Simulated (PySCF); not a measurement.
wavenumber (cm⁻¹), absorption (km/mol per cm⁻¹) and a bar:
```
        0      0.004 
       28      0.005 
       55      0.005 
       83      0.006 
      110      0.006 
      138      0.007 
      165      0.008 
      193      0.010 
      221      0.012 
      248      0.015 
      276      0.019 
      303      0.029 
      331      0.054 #
      358      0.152 #
      386      0.182 ##
      413      0.072 #
      441      0.053 
      469      0.056 #
      496      0.071 #
      524      0.102 #
      551      0.167 ##
      579      0.328 ###
      606      0.864 #########
      634      2.969 ##############################
      662      1.654 #################
      689      0.510 #####
      717      0.228 ##
      744      0.127 #
      772      0.080 #
      799      0.055 #
      827      0.041 
      854      0.031 
      882      0.025 
      910      0.020 
      937      0.017 
      965      0.014 
      992      0.012 
     1020      0.011 
     1047      0.010 
     1075      0.009 
     1103      0.008 
     1130      0.007 
     1158      0.007 
     1185      0.007 
     1213      0.007 
     1240      0.008 
     1268      0.009 
     1295      0.012 
     1323      0.017 
     1351      0.029 
     1378      0.070 #
     1406      0.238 ##
     1433      0.179 ##
     1461      0.054 #
     1488      0.024 
     1516      0.014 
     1544      0.009 
     1571      0.007 
     1599      0.005 
     1626      0.004
```

This is the computed harmonic infrared spectrum of singlet FSN, Lorentzian lines of 41 cm⁻¹ full width. These are results of B3LYP/[S def2-TZVP, N def2-TZVP, F def2-TZVP], no relativity, density fitting, PySCF, not measurements.

Question: Which bands make it up, and how are they assigned?

Answer: In Cs symmetry, counting bands above 1 % of the strongest: 374 cm⁻¹ (a', bend, 14 km/mol); 641 cm⁻¹ (a', stretch, 213 km/mol); 1416 cm⁻¹ (a', stretch, 19 km/mol).

Only a few start shapes were tried, so a lower isomer may exist.
